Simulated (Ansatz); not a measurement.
Chalcopyrite ZnSiAs2 (cell taken from a computed entry) was calculated with PBE0 (plane waves, PAW; Ansatz, an electronic-structure program).

Settings: plane-wave cutoff 460 eV, 6×6×6 k mesh, Fermi–Dirac smearing 0.01 eV, scalar-relativistic PAW data made under PBE.

Cell (relaxed with PBEsol):

Space group I-42d (No. 122); a = b = 5.586 Å, c = 10.914 Å, α = β = γ = 90.00°

```tsv
atom	site	symmetry	x	y	z
Zn	4a	-4..	0.0000	0.0000	0.0000
Si	4b	-4..	0.0000	0.0000	0.5000
As	8d	.2.	0.2606	0.2500	0.1250
```
(The calculation used a cell of 8 atoms; values per cell refer to that cell.)

Task: Give the computed band gap.

Result: 
band gap: 2.38 eV (on the SCF k mesh) (direct)

Measured, for comparison: band gap 1.74 eV (temperature not stated, no zero-point or thermal correction, pseudodirect, our sources range from 1.60 to 1.74; as tabulated in Rashkeev et al. (1999), arXiv:cond-mat/9809378).

Note: cell and atoms aren't relaxed at this level (pressure 1.1 GPa).

Spin–orbit coupling is not included.

Static lattice: no zero-point or thermal effects.
